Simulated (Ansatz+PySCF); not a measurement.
# singlet BH3: levels of theory in one basis

```yaml
atoms:
  - { symbol: B, position_ang: [0.0078, 0.0033, 0.0053] }
  - { symbol: H, position_ang: [1.2005, 0.0045, -0.0065] }
  - { symbol: H, position_ang: [-0.6064, 1.0543, -0.0012] }
  - { symbol: H, position_ang: [-0.5949, -1.0489, 0.0038] }
```

Basis set: def2-SVP (spherical functions). Correlated methods keep 1 orbital frozen. Charge 0, multiplicity 1.

Computed with Ansatz (development build ahead of 0.2.0); each method stands on the lowest determinant of its kind that the runs found. NEVPT2 correlates all electrons. Active spaces start from the frontier orbitals, and the lowest solution found is given.

```
        method  E − E(RHF) (eV)  <S²> of the determinant
           RHF             0.00                     0.00
       RHF-MP2            -2.52                        –
      RHF-CCSD            -3.15                        –
   RHF-CCSD(T)            -3.19                        –
SC-NEVPT2(6,7)            -2.68                        –
```

Q: What does CASSCF(6,7) give on the same scale?

A: -1.40 eV.

Q: Is a single determinant a sound starting point here?

A: By this sign, yes. Unrestricted orbitals gain 0.00 eV and <S²> is 0.00 against 0.00 for a pure state. The CASSCF(6,7) natural occupations are 1.98, 1.98, 1.97, 0.02, 0.02, 0.02, 0.01.
